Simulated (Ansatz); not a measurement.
**One structure, 3 elements: BeRu3, CaRu3, BaRu3**

Plane-wave DFT in Ansatz with scalar-relativistic PAW potentials, cutoff 420 eV, Γ-centred meshes chosen by cell and gap, Gaussian smearing with energies taken to zero width. Every cell was relaxed (cell and atoms) in a run of its own, within the symmetry of its start. Functional: PBE.

All members share space group Pm-3m and the same sites; only the element on one set of sites changes (Be, Ca, Ba). Members needn't be the stable form of their composition. Energies over the elements, where given, are against the elements' standard states in the same functional (H₂, N₂, O₂ and halogens uncorrected, Hg as a solid). The first member:

Space group Pm-3m (No. 221). a = 3.717 Å, b = 3.717 Å, c = 3.717 Å, α = 90.00°, β = 90.00°, γ = 90.00°
| atom | site | symmetry | x | y | z |
| --- | --- | --- | --- | --- | --- |
| Be | 1a | m-3m | 0.0000 | 0.0000 | 0.0000 |
| Ru | 3c | 4/mm.m | 0.0000 | 0.5000 | 0.5000 |

| compound | V (Å³/atom) | a (Å) | energy over elements (eV/atom) |
| --- | --- | --- | --- |
| BeRu3 | 12.84 | 3.717 | 0.227 |
| BaRu3 | 17.95 | 4.156 | 1.279 |

Problem. Predict the member with Ca.

Solution. V (Å³/atom) 16.22, a (Å) 4.018, energy over elements (eV/atom) 0.682. Interpolating linearly in period between Be and Ba would give 15.39 Å³/atom (5.1 % too small), with 0.753 eV/atom over the elements. Over the whole series the volume grows at each step down the group; all are metallic on the mesh; none is bound against its elements in this structure, and Be comes closest.

Spin-orbit coupling is left out, which matters for the bands of heavy elements.